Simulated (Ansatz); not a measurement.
in.yaml

```yaml
crystal:
  periodic: [false, false, false]
  atoms:
    - {symbol: Al, position_ang: [0.000000, 0.000000, 0.000000]}
    - {symbol: P, position_ang: [0.000000, 0.000000, 2.566000]}
basis:
  gaussian: {orbitals: cc-pVDZ}
magnetization: {spin_polarized: false}
correlation: {method: ccsdtq, electrons: outside_noble_gas}
```

```sh
$ ansatz run in.yaml --threads 1 --pin off --events-out ev --progress --plain --max-ram 2393MiB
```

Log:

```
657 factors; integrals over basis functions are off by at most 2.0e-7 eV
mean field evaluation 1: about -15848.3111 eV, gradient 1.9e1 eV
mean field evaluation 2: about -15848.3124 eV, gradient 1.9e1 eV
mean field evaluation 4: about -15850.7715 eV, gradient 1.7e0 eV
mean field evaluation 8: about -15850.8317 eV, gradient 1.1e-1 eV
mean field evaluation 16: about -15851.8225 eV, gradient 5.2e0 eV
mean field evaluation 32: about -15850.8320 eV, gradient 3.3e-3 eV
mean field evaluation 64: about -15850.8336 eV, gradient 3.1e-2 eV
mean field evaluation 96: about -15852.0604 eV, gradient 1.3e-6 eV
mean field evaluation 128: about -15837.5590 eV, gradient 1.8e1 eV
mean field evaluation 160: about -15850.8315 eV, gradient 2.0e-1 eV
...
cycle  33  -5.00696221 eV  change   -4.3e-6 eV  update   2.2e-5
cycle  34  -5.00696121 eV  change    1.0e-6 eV  update   1.4e-5
cycle  35  -5.00695060 eV  change    1.1e-5 eV  update   9.6e-6
cycle  36  -5.00695173 eV  change   -1.1e-6 eV  update   6.7e-6
cycle  37  -5.00695097 eV  change    7.6e-7 eV  update   5.1e-6
cycle  38  -5.00695230 eV  change   -1.3e-6 eV  update   3.2e-6
cycle  39  -5.00695179 eV  change    5.1e-7 eV  update   1.5e-6
cycle  40  -5.00695148 eV  change    3.1e-7 eV  update   8.7e-7
cycle  41  -5.00695148 eV  change    2.5e-9 eV  update   6.0e-7
cycle  42  -5.00695135 eV  change    1.3e-7 eV  update   3.1e-7
WARN: these amplitudes may be one of several solutions (largest doubles amplitude 0.87, level shift 0.00 eV)
Total energy: -15857.06736131 eV, -582.7364772217 hartree
```

Ran on 1 thread of Arm Neoverse V1, shared host: 58 s wall, 0.25 GiB peak host memory.
